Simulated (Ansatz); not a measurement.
One change: `O=BCl` becomes `O=BF`.

Ansatz, PBE0-D4/def2-TZVP geometries, multiplicity 1. 

| property | `O=BCl` |
| --- | --- |
| HOMO–LUMO gap (B3LYP/def2-TZVPP) / eV | 9.23 |
| ideal-gas entropy at 298 K and 1 bar (rigid rotor, harmonic PBE0-D4/def2-TZVP) / J/(mol·K) | 236 |
| HOMO energy (PBE/def2-TZVPP) / eV | -8.45 |
| size of the dipole moment (PBE/def2-TZVPP) / D | 2.64 |
| LUMO energy (PBE0/def2-TZVPP) / eV | -0.11 |
| HOMO energy (B3LYP/def2-TZVPP) / eV | -9.67 |

Problem. What does the change do to each property? (Estimate.)

Solution. The calculation gave: 
```
                                                                                  property  `O=BF`  shift
                                                     HOMO–LUMO gap (B3LYP/def2-TZVPP) / eV    9.15  -0.08
ideal-gas entropy at 298 K and 1 bar (rigid rotor, harmonic PBE0-D4/def2-TZVP) / J/(mol·K)     224    -12
                                                         HOMO energy (PBE/def2-TZVPP) / eV   -8.66  -0.21
                                            size of the dipole moment (PBE/def2-TZVPP) / D    2.06  -0.58
                                                        LUMO energy (PBE0/def2-TZVPP) / eV   -0.49  -0.38
                                                       HOMO energy (B3LYP/def2-TZVPP) / eV  -10.02  -0.35
```

Dipoles are sizes alone; their direction can turn.

B3LYP here is the variant with VWN-RPA as its local correlation; programs differ in this.
